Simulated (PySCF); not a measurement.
Compound: C3ClFO.
Cartesian coordinates in Å at the PBE0-D3(BJ)/def2-SVP level; atoms count from 1:
```
atom  x, y, z in Å
O1    -1.047    1.842   -0.219
C2    -0.500    0.795   -0.086
C3    -0.466   -0.613    0.221
F4    -1.027   -1.728    0.571
C5     0.698   -0.043   -0.123
Cl6    2.347   -0.249   -0.388
```

Computed with PySCF at PBE0/pcSseg-1 and CAM-B3LYP/def2-SVPD, non-relativistic, on one gas-phase PBE0-D3(BJ)/def2-SVP geometry that isn't relaxed in the solvent. The solvent is an IEF-PCM continuum (Bondi radii, 1.10 Å for H, scaled by 1.2). Specific hydrogen bonds and non-electrostatic terms are outside this model.

Gas phase at PBE0/pcSseg-1: HOMO -8.01 eV, LUMO -1.04 eV, dipole 2.71 D.

Question: What does the continuum do to the energy, the frontier levels and the dipole at PBE0/pcSseg-1 in cyclohexane and chloroform?

Answer: 
```tsv
solvent	ε	E(solvent) − E(gas) (kcal/mol)	polarisation term (kcal/mol)	distortion of the solute (kcal/mol)	HOMO (eV)	LUMO (eV)	dipole (D)
cyclohexane	2.017	-1.73	-1.85	0.12	-8.00	-0.90	3.01
chloroform	4.711	-3.13	-3.55	0.42	-8.00	-0.80	3.25
```

The first energy column is the sum of the next two and covers electrostatics alone. From cyclohexane to chloroform the lowering changes by a factor 1.81, Onsager's factor (ε − 1)/(2ε + 1) by 1.76 and ε itself by 2.3.

Question: Which radius a makes the point-dipole formula ΔE = −[(ε − 1)/(2ε + 1)]·μ²/a³ give the value in chloroform, with the gas-phase dipole?

Answer: μ = 1.065 au and |ΔE| = 0.00499 Eh give a = 2.29 Å; the farthest nucleus lies 2.39 Å from the centroid of the nuclei, so such a sphere wouldn't even hold the nuclei. The formula assumes a rigid point dipole at the centre of a sphere.

Question: Give the dipole vector in the frame of the coordinates (D, pointing from negative to positive charge), gas and chloroform.

Answer: Gas (1.46, -2.26, 0.23), solvent (1.75, -2.72, 0.28). Its length changes by +20 % and its direction by less than 1°.

Question: Which Hirshfeld charges (PBE0/pcSseg-1) respond most in chloroform (means over atoms taken as equivalent)?

Answer: 
```json
{"atoms": "O1", "environment": "carbonyl oxygen", "gas (e)": "-0.251", "solvent (e)": "-0.284", "change": "-0.033"}
{"atoms": "C3", "environment": "unsaturated ring carbon", "gas (e)": "+0.103", "solvent (e)": "+0.115", "change": "+0.012"}
{"atoms": "C5", "environment": "unsaturated ring carbon", "gas (e)": "+0.006", "solvent (e)": "+0.016", "change": "+0.010"}
{"atoms": "Cl6", "environment": "chlorine bonded to C", "gas (e)": "+0.040", "solvent (e)": "+0.047", "change": "+0.007"}
{"atoms": "F4", "environment": "fluorine bonded to C", "gas (e)": "-0.027", "solvent (e)": "-0.025", "change": "+0.002"}
{"atoms": "C2", "environment": "ring carbonyl carbon", "gas (e)": "+0.129", "solvent (e)": "+0.131", "change": "+0.002"}
```

Question: Which Mayer bond orders change most in chloroform?

Answer: 
```tsv
bond	length (Å)	gas	solvent	change
O1–C2	1.190	2.038	1.998	-0.040
C5–C2	1.462	0.838	0.862	+0.024
C2–C3	1.441	0.991	1.014	+0.023
C3–C5	1.341	1.391	1.374	-0.017
C3–F4	1.296	1.068	1.070	+0.002
C5–Cl6	1.683	1.053	1.055	+0.002
```

Gas phase at CAM-B3LYP/def2-SVPD: HOMO -9.42 eV, LUMO 0.00 eV, dipole 2.95 D.

Question: What does the continuum do to the energy, the frontier levels and the dipole at CAM-B3LYP/def2-SVPD in cyclohexane and chloroform?

Answer: 
```json
{"solvent": "cyclohexane", "ε": "2.017", "E(solvent) − E(gas) (kcal/mol)": "-2.01", "polarisation term (kcal/mol)": "-2.17", "distortion of the solute (kcal/mol)": "0.16", "HOMO (eV)": "-9.42", "LUMO (eV)": "0.14", "dipole (D)": "3.30"}
{"solvent": "chloroform", "ε": "4.711", "E(solvent) − E(gas) (kcal/mol)": "-3.65", "polarisation term (kcal/mol)": "-4.19", "distortion of the solute (kcal/mol)": "0.54", "HOMO (eV)": "-9.42", "LUMO (eV)": "0.24", "dipole (D)": "3.59"}
```

Question: How does the static polarisability (CAM-B3LYP/def2-SVPD, frozen core, with the continuum's full static response) change?

Answer: 
```tsv
medium	isotropic (au)	principal values (au)	⟨r²⟩ of the electrons (bohr²)
gas	51.1	32.8, 51.9, 68.5	722.2
cyclohexane	56.7	35.8, 57.6, 76.7	722.7
chloroform	61.7	38.8, 62.7, 83.5	723.1
```

The isotropic value in chloroform is 1.21 times the gas-phase one; no cavity-field correction is applied. ⟨r²⟩ is taken about the centre of nuclear charge.
